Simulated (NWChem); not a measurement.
System: formaldehyde (CH₂O); SMILES C=O

Excerpt of the output:

```
             Northwest Computational Chemistry Package (NWChem) 7.3.0
             --------------------------------------------------------

 C2V symmetry detected

                             Geometry "geometry" -> ""
                             -------------------------

 Output coordinates in angstroms (scale by  1.889725989 to convert to a.u.)

  No.       Tag          Charge          X              Y              Z
 ---- ---------------- ---------- -------------- -------------- --------------
    1 C                    6.0000     0.00000000     0.00000000     0.52132830
    2 O                    8.0000     0.00000000     0.00000000    -0.67075702
    3 H                    1.0000     0.00000000    -0.92714782     1.11904319
    4 H                    1.0000     0.00000000     0.92714782     1.11904319

 Effective nuclear repulsion energy (a.u.)      31.5500126671

      Symmetry information
      --------------------

 Group name             C2v
 Group number             16
 Group order               4
 No. of unique centers     3

  xc_inp: hfexch multiplicative factor not found.

                           NWChem Geometry Optimization
                           ----------------------------

 maximum gradient threshold         (gmax) =   0.000450
 rms gradient threshold             (grms) =   0.000300
 maximum cartesian step threshold   (xmax) =   0.001800
 rms cartesian step threshold       (xrms) =   0.001200
 fixed trust radius                (trust) =   0.300000
 source of zmatrix                         =

          -------------------
          Energy Minimization
          -------------------

 Using diagonal initial Hessian

          --------
          Step   0

                                 NWChem DFT Module
                                 -----------------

 Summary of "ao basis" -> "ao basis" (spherical)
 ------------------------------------------------------------------------------
       Tag                 Description            Shells   Functions and Types
 ---------------- ------------------------------  ------  ---------------------
 C                           6-31g*                  6       14   3s2p1d
 O                           6-31g*                  6       14   3s2p1d
 H                           6-31g*                  2        2   2s

      Symmetry analysis of basis
      --------------------------

        a1         16
        a2          2
        b1          6
        b2          8

            General Information
            -------------------
          SCF calculation type: DFT
          Wavefunction type:  closed shell.
          No. of atoms     :     4
          No. of electrons :    16
           Alpha electrons :     8
            Beta electrons :     8
          Charge           :     0
          Spin multiplicity:     1
          Use of symmetry is: on ; symmetry adaption is: on
          Maximum number of iterations: 150
          AO basis - number of functions:    32
                     number of shells:    16
          Convergence on energy requested:  1.00D-06
          Convergence on density requested:  1.00D-05
          Convergence on gradient requested:  5.00D-04

              XC Information
              --------------
                     Hartree-Fock (Exact) Exchange  1.000

      Superposition of Atomic Density Guess
      -------------------------------------

 Sum of atomic energies:        -113.41107146

      Non-variational initial energy
      ------------------------------

 Total energy =    -114.138824
 1-e energy   =    -216.619388
 2-e energy   =      70.930551
 HOMO         =      -0.319860
 LUMO         =      -0.022433

      Symmetry analysis of molecular orbitals - initial
      -------------------------------------------------

  Numbering of irreducible representations:

     1 a1          2 a2          3 b1          4 b2

  Orbital symmetries:

     1 a1          2 a1          3 a1          4 a1          5 b2
     6 a1          7 b1          8 b2          9 b1         10 a1
    11 b2         12 a1         13 b1         14 b2         15 a1
    16 a1         17 b2         18 a1

   convergence    iter        energy       DeltaE   RMS-Dens  Diis-err
 ---------------- ----- ----------------- --------- --------- ---------
 d= 0,ls=0.0,diis     1   -113.7944122135 -1.45D+02  1.81D-02  5.96D-01
 d= 0,ls=0.0,diis     2   -113.8301266454 -3.57D-02  8.98D-03  3.80D-01
 d= 0,ls=0.0,diis     3   -113.8643314849 -3.42D-02  1.68D-03  2.94D-03
 d= 0,ls=0.0,diis     4   -113.8651211735 -7.90D-04  8.70D-04  4.90D-04
 d= 0,ls=0.0,diis     5   -113.8652651429 -1.44D-04  5.84D-04  1.04D-04
  Resetting Diis
 d= 0,ls=0.0,diis     6   -113.8653056632 -4.05D-05  1.02D-04  6.62D-06
 d= 0,ls=0.0,diis     7   -113.8653071235 -1.46D-06  8.69D-06  1.04D-07
 d= 0,ls=0.0,diis     8   -113.8653071409 -1.74D-08  3.93D-06  1.68D-08

         Total DFT energy =     -113.865307140940
      One electron energy =     -217.795563602335
           Coulomb energy =       86.476079358117
    Exchange-Corr. energy =      -14.095835563872
 Nuclear repulsion energy =       31.550012667150

 Numeric. integr. density =        0.000000000000

                  Occupations of the irreducible representations
                  ----------------------------------------------

                     irrep           alpha         beta
                     --------     --------     --------
                     a1                5.0          5.0
                     a2                0.0          0.0
                     b1                1.0          1.0
                     b2                2.0          2.0

                       DFT Final Molecular Orbital Analysis
                       ------------------------------------

 Vector    6  Occ=2.000000D+00  E=-6.518383D-01  Symmetry=a1
              MO Center= -3.8D-29,  1.7D-14, -4.1D-01, r^2= 1.1D+00
   Bfn.  Coefficient  Atom+Function         Bfn.  Coefficient  Atom+Function
  ----- ------------  ---------------      ----- ------------  ---------------
    19      0.509915  2 O  pz                 5     -0.373792  1 C  pz
    20     -0.302742  2 O  s                 23      0.286990  2 O  pz
    16     -0.164388  2 O  s                 29     -0.091327  3 H  s
    31     -0.091327  4 H  s                  9     -0.074999  1 C  pz
    30     -0.071037  3 H  s                 32     -0.071037  4 H  s

 Vector    7  Occ=2.000000D+00  E=-5.376634D-01  Symmetry=b1
              MO Center=  1.3D-16,  2.9D-17, -2.7D-01, r^2= 9.4D-01
   Bfn.  Coefficient  Atom+Function         Bfn.  Coefficient  Atom+Function
  ----- ------------  ---------------      ----- ------------  ---------------
    17      0.493917  2 O  px                21      0.350373  2 O  px
     3      0.327621  1 C  px                 7      0.201751  1 C  px
    27     -0.042552  2 O  d  1              13      0.037045  1 C  d  1

 Vector    8  Occ=2.000000D+00  E=-4.355922D-01  Symmetry=b2
              MO Center= -6.0D-20, -6.2D-16, -2.0D-02, r^2= 1.6D+00
   Bfn.  Coefficient  Atom+Function         Bfn.  Coefficient  Atom+Function
  ----- ------------  ---------------      ----- ------------  ---------------
    18      0.544040  2 O  py                22      0.431159  2 O  py
    30      0.244661  3 H  s                 32     -0.244661  4 H  s
     4     -0.205837  1 C  py                29      0.193058  3 H  s
    31     -0.193058  4 H  s                 11     -0.063809  1 C  d -1
     8     -0.059312  1 C  py

 Vector    9  Occ=0.000000D+00  E= 1.429038D-01  Symmetry=b1
              MO Center=  9.6D-15,  2.5D-17,  2.5D-01, r^2= 1.6D+00
   Bfn.  Coefficient  Atom+Function         Bfn.  Coefficient  Atom+Function
  ----- ------------  ---------------      ----- ------------  ---------------
     7      0.729365  1 C  px                21     -0.538569  2 O  px
     3      0.399436  1 C  px                17     -0.379813  2 O  px
    13     -0.033095  1 C  d  1

 Vector   10  Occ=0.000000D+00  E= 2.461607D-01  Symmetry=a1
              MO Center=  1.7D-15,  8.4D-16,  1.2D+00, r^2= 3.1D+00
   Bfn.  Coefficient  Atom+Function         Bfn.  Coefficient  Atom+Function
  ----- ------------  ---------------      ----- ------------  ---------------
     6      1.978135  1 C  s                 30     -1.458278  3 H  s
    32     -1.458278  4 H  s                  9      0.742697  1 C  pz
     5      0.214737  1 C  pz                 2      0.141189  1 C  s
     1     -0.122465  1 C  s                 23     -0.080797  2 O  pz
    19     -0.064566  2 O  pz                20      0.050362  2 O  s

 Vector   11  Occ=0.000000D+00  E= 3.368186D-01  Symmetry=b2
              MO Center= -2.2D-17,  3.8D-15,  1.2D+00, r^2= 3.1D+00
   Bfn.  Coefficient  Atom+Function         Bfn.  Coefficient  Atom+Function
  ----- ------------  ---------------      ----- ------------  ---------------
    30      1.739023  3 H  s                 32     -1.739023  4 H  s
     8      1.560831  1 C  py                 4      0.446734  1 C  py
    22     -0.422553  2 O  py                18     -0.145122  2 O  py
    29     -0.027829  3 H  s                 31      0.027829  4 H  s

     Multipole analysis of the density
     ---------------------------------

     L   x y z        total         alpha         beta         nuclear
     -   - - -        -----         -----         ----         -------
     0   0 0 0     -0.000000     -8.000000     -8.000000     16.000000

     1   1 0 0      0.000000      0.000000      0.000000      0.000000
     1   0 1 0      0.000000      0.000000      0.000000      0.000000
     1   0 0 1      1.059367      0.529684      0.529684     -0.000000

     2   2 0 0     -8.549741     -4.274870     -4.274870      0.000000
     2   1 1 0     -0.000000     -0.000000     -0.000000      0.000000
     2   1 0 1      0.000000      0.000000      0.000000      0.000000
     2   0 2 0     -8.573145     -7.356270     -7.356270      6.139396
     2   0 1 1      0.000000      0.000000      0.000000      0.000000
     2   0 0 2     -8.843290    -18.231905    -18.231905     27.620520

            General Information
            -------------------
          SCF calculation type: DFT
          Wavefunction type:  closed shell.
          No. of atoms     :     4
          No. of electrons :    16
           Alpha electrons :     8
            Beta electrons :     8
          Charge           :     0
          Spin multiplicity:     1
          Use of symmetry is: on ; symmetry adaption is: on
          Maximum number of iterations: 150
          AO basis - number of functions:    32
                     number of shells:    16
          Convergence on energy requested:  1.00D-06
          Convergence on density requested:  1.00D-05
          Convergence on gradient requested:  5.00D-04

              XC Information
              --------------
                     Hartree-Fock (Exact) Exchange  1.000

   convergence    iter        energy       DeltaE   RMS-Dens  Diis-err
 ---------------- ----- ----------------- --------- --------- ---------
 d= 0,ls=0.0,diis     1   -113.8654686119 -1.46D+02  6.52D-04  9.79D-04
 d= 0,ls=0.0,diis     2   -113.8655992787 -1.31D-04  1.97D-04  7.15D-05
 d= 0,ls=0.0,diis     3   -113.8656092835 -1.00D-05  7.66D-05  5.61D-06
 d= 0,ls=0.0,diis     4   -113.8656104931 -1.21D-06  2.50D-05  4.60D-07
 d= 0,ls=0.0,diis     5   -113.8656105793 -8.61D-08  8.23D-06  8.64D-08

         Total DFT energy =     -113.865610579263
      One electron energy =     -218.438888192207
           Coulomb energy =       86.808191016634
    Exchange-Corr. energy =      -14.116875891334
 Nuclear repulsion energy =       31.881962487644

 Numeric. integr. density =        0.000000000000

                  Occupations of the irreducible representations
                  ----------------------------------------------

                     irrep           alpha         beta
                     --------     --------     --------
                     a1                5.0          5.0
                     a2                0.0          0.0
                     b1                1.0          1.0
                     b2                2.0          2.0

                       DFT Final Molecular Orbital Analysis
                       ------------------------------------

 Vector    6  Occ=2.000000D+00  E=-6.533120D-01  Symmetry=a1
              MO Center= -3.9D-16,  8.4D-15, -4.0D-01, r^2= 1.1D+00
   Bfn.  Coefficient  Atom+Function         Bfn.  Coefficient  Atom+Function
  ----- ------------  ---------------      ----- ------------  ---------------
    19      0.511651  2 O  pz                 5     -0.373881  1 C  pz
    20     -0.304525  2 O  s                 23      0.285967  2 O  pz
    16     -0.164003  2 O  s                 29     -0.091269  3 H  s
    31     -0.091269  4 H  s                  9     -0.072997  1 C  pz
    30     -0.071021  3 H  s                 32     -0.071021  4 H  s

 Vector    7  Occ=2.000000D+00  E=-5.421239D-01  Symmetry=b1
              MO Center=  2.6D-16,  1.7D-17, -2.5D-01, r^2= 9.3D-01
   Bfn.  Coefficient  Atom+Function         Bfn.  Coefficient  Atom+Function
  ----- ------------  ---------------      ----- ------------  ---------------
    17      0.493280  2 O  px                21      0.347850  2 O  px
     3      0.330088  1 C  px                 7      0.199558  1 C  px
    27     -0.042821  2 O  d  1              13      0.037576  1 C  d  1

[...]

      ----------------------
      Optimization converged
      ----------------------

  Step       Energy      Delta E   Gmax     Grms     Xrms     Xmax
  ---- ---------------- -------- -------- -------- -------- --------
@    3    -113.86568510 -1.9D-07  0.00045  0.00016  0.00080  0.00173
                                     ok       ok       ok       ok

                         Geometry "geometry" -> "geometry"
                         ---------------------------------

 Output coordinates in angstroms (scale by  1.889725989 to convert to a.u.)

  No.       Tag          Charge          X              Y              Z
 ---- ---------------- ---------- -------------- -------------- --------------
    1 C                    6.0000     0.00000000     0.00000000     0.52817932
    2 O                    8.0000     0.00000000     0.00000000    -0.65634892
    3 H                    1.0000     0.00000000    -0.92453813     1.10841363
    4 H                    1.0000     0.00000000     0.92453813     1.10841363

 Effective nuclear repulsion energy (a.u.)      31.7972102003

      Symmetry information
      --------------------

 Group name             C2v
 Group number             16
 Group order               4
 No. of unique centers     3

 ==============================================================================
                                internuclear distances
 ------------------------------------------------------------------------------
       center one      |      center two      | atomic units |  angstroms
 ------------------------------------------------------------------------------
    2 O                |   1 C                |     2.23843  |     1.18453
    3 H                |   1 C                |     2.06270  |     1.09153
    4 H                |   1 C                |     2.06270  |     1.09153
 ------------------------------------------------------------------------------
                         number of included internuclear distances:          3
 ==============================================================================
```

Level: Hartree-Fock/6-31G* (spherical d). 

Q: Write an input that gives this output.

A: This is not unique; one that fits is the input that was run:
```
start job
memory heap 200 mb stack 900 mb global 1100 mb
geometry units angstroms noautoz
  C     -0.582198     0.123090    -0.003056
  O      0.584091    -0.123489     0.002960
  H     -1.358713    -0.660346    -0.013941
  H     -0.975247     1.153794     0.002252
end
basis spherical
  * library 6-31g*
end
dft
  xc hfexch
  iterations 150
end
driver
  maxiter 150
end
task dft optimize
```
